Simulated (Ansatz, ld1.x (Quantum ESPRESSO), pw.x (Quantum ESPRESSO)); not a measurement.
pw.x on bcc Mg: one setting changed

Potential: ultrasoft, ld1.x (Quantum ESPRESSO) 7.5, LDA (PW92); core [He], reference 2s2 2p6 3s2 3p0; waves: 2s (bound): rcut 1.00, rcutus 1.05 bohr; 3s (bound): rcut 1.00, rcutus 1.05 bohr; 2p (bound): rcut 1.40, rcutus 1.60 bohr; 3p (bound, empty): rcut 1.40, rcutus 1.60 bohr; 3d channel at -0.05 Ry: rcut 0.90, rcutus 1.15 bohr; 3d channel at 1.85 Ry: rcut 0.90, rcutus 1.15 bohr; local part: all-electron potential smoothed inside 0.85 bohr (lloc = -2); core correction: none; augmentation: PSQ, inside the norm-conserving radii.

The reference run (k-mesh 13³, cutoffs 100/800 Ry, Fermi–Dirac 0.01 Ry, mixing_beta 0.4, conv_thr 1e-9, no spin) gives 0.71 GPa at 21.577 Å³/atom, where all-electron LAPW gives 0.17 GPa. This run, with its own iteration cap, changes conv_thr to 1e-06.

```
&control
  calculation='scf', prefix='x', pseudo_dir='./', outdir='./tmp', tstress=.true., disk_io='none'
/
&system
  ibrav=0, nat=1, ntyp=1, ecutwfc=100, ecutrho=800, nbnd=12,
  occupations='smearing', smearing='fd', degauss=0.01
/
&electrons
  conv_thr=1e-06, mixing_beta=0.4, electron_maxstep=60
/
ATOMIC_SPECIES
Mg 1.0 Mg.UPF
CELL_PARAMETERS angstrom
  -1.75378771 1.75378771 1.75378771
  1.75378771 -1.75378771 1.75378771
  1.75378771 1.75378771 -1.75378771
ATOMIC_POSITIONS crystal
Mg 0.0000 0.0000 0.0000
K_POINTS automatic
13 13 13 0 0 0
```

```bash
pw.x < Mg.scf.in > Mg.scf.out
```

Problem. How does the run end?

Solution. It converges in 5 iterations; the free energy moves by +0.0 meV/atom and the pressure by +0.00 GPa. The result is that of the reference run.

```
Message from routine setup:
     using ibrav=0 with symmetry is DISCOURAGED, use correct ibrav instead
     lattice parameter (alat)  =       5.7403  a.u.
     unit-cell volume          =     145.6088 (a.u.)^3
     number of electrons       =        10.00
     number of Kohn-Sham states=           12
     kinetic-energy cutoff     =     100.0000  Ry
     charge density cutoff     =     800.0000  Ry
     scf convergence threshold =      1.0E-06
     Exchange-correlation= PW
     number of k points=    84  Fermi-Dirac smearing, width (Ry)=  0.0100
     iteration #  1     ecut=   100.00 Ry     beta= 0.40
     total energy              =    -123.30036864 Ry
     estimated scf accuracy    <       0.00990022 Ry
     iteration #  2     ecut=   100.00 Ry     beta= 0.40
     total energy              =    -123.29950919 Ry
     estimated scf accuracy    <       0.00260535 Ry
     iteration #  3     ecut=   100.00 Ry     beta= 0.40
     total energy              =    -123.29989370 Ry
     estimated scf accuracy    <       0.00009003 Ry
     iteration #  4     ecut=   100.00 Ry     beta= 0.40
     total energy              =    -123.29990832 Ry
     estimated scf accuracy    <       0.00000296 Ry
     iteration #  5     ecut=   100.00 Ry     beta= 0.40
     the Fermi energy is     5.8600 ev
!    total energy              =    -123.29990956 Ry
     estimated scf accuracy    <       0.00000021 Ry
     smearing contrib. (-TS)   =      -0.00207861 Ry
     The total energy is F=E-TS. E is the sum of the following terms:
     one-electron contribution =     -99.41361457 Ry
     hartree contribution      =      47.07011640 Ry
     xc contribution           =     -16.05032713 Ry
     ewald contribution        =     -54.90400565 Ry
     convergence has been achieved in   5 iterations
          total   stress  (Ry/bohr**3)                   (kbar)     P=        7.07
     Message from routine punch:
     Nothing written, as per user request (disk_io='none')
```

The run took about 16 s on one core of a shared host (AMD EPYC 9R45 96-Core Processor, 96 threads, 376 GiB, load 53).
